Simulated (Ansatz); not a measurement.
Saddle point of CH5S, doublet (CH₃ + H₂S → CH₄ + HS; bonds formed: H1–C3; bonds broken: H1–S2), PBE0-D4/def2-TZVP structure:

| atom | x (Å) | y (Å) | z (Å) |
| --- | --- | --- | --- |
| H1 | 0.0056 | -0.6339 | -0.0681 |
| S2 | 0.4989 | -1.9719 | 0.0439 |
| C3 | -0.4866 | 0.9241 | -0.1558 |
| H4 | 1.6027 | -1.5491 | 0.6794 |
| H5 | -1.4650 | 0.7337 | -0.5791 |
| H6 | -0.4356 | 1.1848 | 0.8937 |
| H7 | 0.2800 | 1.3124 | -0.8140 |

Energies are electronic, without zero-point energy. Barriers and step energies count from the start structure reached by relaxing down the imaginary mode; all methods use the PBE0-D4 structures, on which another method's saddle can fall below an end. Ansatz 0.2.0; basis: def2-TZVPP, with def2-QZVPP for the basis limit; cores frozen in the correlated methods; orbitals are unrestricted. B3LYP uses VWN-RPA correlation. Extrapolation: Hartree–Fock as exp(−7.88 √X), correlation as X^−2.97.

| method | barrier (kcal/mol) | step energy (kcal/mol) |
| --- | --- | --- |
| SPW92 | -4.93 | -14.27 |
| PBE-D4 | -0.85 | -14.83 |
| BLYP-D4 | 0.07 | -15.87 |
| r2SCAN-D4 | ? | -13.53 |
| B97M-V | 2.58 | -15.54 |
| PBE0-D4 | 1.44 | -15.39 |
| B3LYP-D4 | ? | -16.35 |
| r2SCAN0-D4 | ? | -14.38 |
| BHLYP-D4 | 4.31 | -17.06 |
| CAM-B3LYP-D4 | 2.94 | -16.86 |
| wB97X-V | 3.15 | -16.89 |
| wB97M-V | 3.94 | -16.24 |
| B2PLYP | 3.38 | -16.74 |
| PBE-QIDH | 3.59 | -16.15 |
| RPA on PBE | 4.64 | -19.21 |
| HF | 10.87 | -17.52 |
| MP2 | 4.85 | -16.89 |
| CCSD | 5.54 | -17.31 |
| CCSD(T) | 4.51 | -17.01 |

(1) Fill in the withheld barriers. (An estimate is asked for; the value comes from the calculation.)

The T1 diagnostic stays at or below 0.014. ⟨S²⟩ of the unrestricted Hartree–Fock references: 0.76 to 0.78 (a pure state has 0.75).

## Answers

(1) Computed: r2SCAN0-D4 2.63; r2SCAN-D4 1.22; B3LYP-D4 1.77 kcal/mol. Each is the energy of the saddle less that of the start structure, by the same method.

For comparison, the barrier by CCSD(T) at an estimated basis limit (MP2 extrapolated from triple and quadruple zeta, plus CCSD(T) − MP2 in triple zeta) is 4.17 kcal/mol.

For scale, one of the runs: CCSD(T)/def2-TZVPP, 143 basis functions, launched by `ansatz run in.yaml --threads 2 --pin off --events-out ev --progress --plain --max-ram 4352MiB`. Hardware: 2 CPU threads of an Arm Neoverse V2, shared host. Wall time 33 s; peak host memory 1.8 GiB.
